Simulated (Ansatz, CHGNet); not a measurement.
How the formation enthalpy of 1T (CdI2-type) TiTe2 moves with the method

No measured value is used here.

```tsv
level (code)	value (eV/atom)
CHGNet 0.3.0	-0.974
LDA (Ansatz)	-0.732
PBE (Ansatz)	-0.702
rVV10 (Ansatz)	-0.648
r²SCAN-D4 (Ansatz)	-0.841
r²SCAN+rVV10 (Ansatz)	-0.837
PBE0 (Ansatz)	-0.841
```

Density-functional levels without +SOC have no spin–orbit coupling, which shifts binding energies of heavy elements. CHGNet 0.3.0: the cell has another shape than the first-principles one, perhaps another minimum in the same group. CHGNet 0.3.0: the energies of CHGNet 0.3.0 can hold anion corrections fitted to measured formation enthalpies. LDA: LDA has no dispersion term either, though it tends to give short spacings of layers, chains or molecules. PBE, PBE0: the cell comes from a level without a dispersion term, which matters for the spacing of layers, chains or molecules. Each level is taken at its own relaxed cell. Ansatz's density-functional and Hartree–Fock values are scalar-relativistic unless marked +SOC, with PAW data made under PBE.

Machine-learned potentials (CHGNet 0.3.0) are trained on DFT data: a solid inside that data is no test of them.

Ansatz is a program for electronic structure.
